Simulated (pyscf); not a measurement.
# Four-centre exchange: Br–B(Br)–Br + ammonia (NH₃) → hydrogen bromide (HBr) + H₂N–B(Br)–Br

Gas phase, singlet surface, charge 0. Bonds broken: Br1–B2, N5–H6. Bonds formed: Br1–H6, B2–N5. Structures and frequencies: ωB97X-D3(BJ)/def2-SVP in PySCF.

Transition state (Å):

```xyz
8

Br    -0.2139     1.9143     1.3929
B     -0.0149    -0.0933    -0.5658
Br     1.8555    -0.3073    -0.7884
Br    -1.1437     0.5335    -1.9538
N     -0.6638    -0.8070     0.5901
H     -0.6373     0.2269     1.2695
H     -1.6252    -1.1100     0.4302
H     -0.0992    -1.5395     1.0217
```

One imaginary mode, 965i cm⁻¹; descent along it reached the two sides named, in the forms told below.

| bond | change | reactant side (Å) | saddle | product side |
|---|---|---|---|---|
| Br1–B2 | breaks | 1.989 | 2.8 | 3.8 |
| N5–H6 | breaks | 1.024 | 1.237 | 2.263 |
| Br1–H6 | forms | 2.7 | 1.744 | 1.424 |
| B2–N5 | forms | 1.636 | 1.506 | 1.397 |

Electronic energies relative to the separated reactants (eV):

```json
[
 {"level": "ωB97X-D3(BJ)/def2-TZVP", "barrier": "0.06", "reaction energy": "-0.62", "reverse barrier": "0.68"},
 {"level": "PBE/def2-TZVP", "barrier": "-0.05", "reaction energy": "-0.61", "reverse barrier": "0.57"},
 {"level": "r²SCAN/def2-TZVP", "barrier": "-0.08", "reaction energy": "-0.65", "reverse barrier": "0.57"},
 {"level": "B3LYP-D3(BJ)/def2-TZVP", "barrier": "-0.05", "reaction energy": "-0.70", "reverse barrier": "0.64"},
 {"level": "PBE0-D3(BJ)/def2-TZVP", "barrier": "-0.11", "reaction energy": "-0.65", "reverse barrier": "0.55"},
 {"level": "M06-2X/def2-TZVP", "barrier": "-0.03", "reaction energy": "-0.73", "reverse barrier": "0.70"},
 {"level": "ωB97M-D3(BJ)/def2-TZVP", "barrier": "0.01", "reaction energy": "-0.74", "reverse barrier": "0.75"},
 {"level": "HF/def2-TZVP", "barrier": "0.46", "reaction energy": "-0.84", "reverse barrier": "1.30"}
]
```

With ωB97M-D3(BJ)/def2-TZVP energies and thermal terms (ideal gas, 1 atm, RRHO with modes under 100 cm⁻¹ raised to 100, one conformer, R ln 2 for chiral ones without a mode under 150 cm⁻¹), in eV:

```
T (K)    ΔH‡   ΔG‡     ΔH     ΔG
-----  -----  ----  -----  -----
298    -0.05  0.39  -0.79  -0.79
600    -0.05  0.83  -0.78  -0.79
900    -0.01  1.27  -0.76  -0.80
1200    0.02  1.69  -0.74  -0.82
```

On the reactant side the descent ends in an adduct with a B–N contact, 1.28 eV under the separated species and 1.35 eV under the saddle at ωB97X-D3(BJ)/def2-TZVP. At PBE, r²SCAN, B3LYP-D3(BJ), PBE0-D3(BJ), M06-2X the saddle lies under the separated reactants, which points to a path from their complex (located at ωB97X-D3(BJ) alone). What is counted as formed (B–N) is already present as a longer contact in the reactant adduct; forming that adduct is a step of its own. One saddle was located; it need not be the lowest between these sides. Elements up to Kr have no core potential and no relativistic terms here.
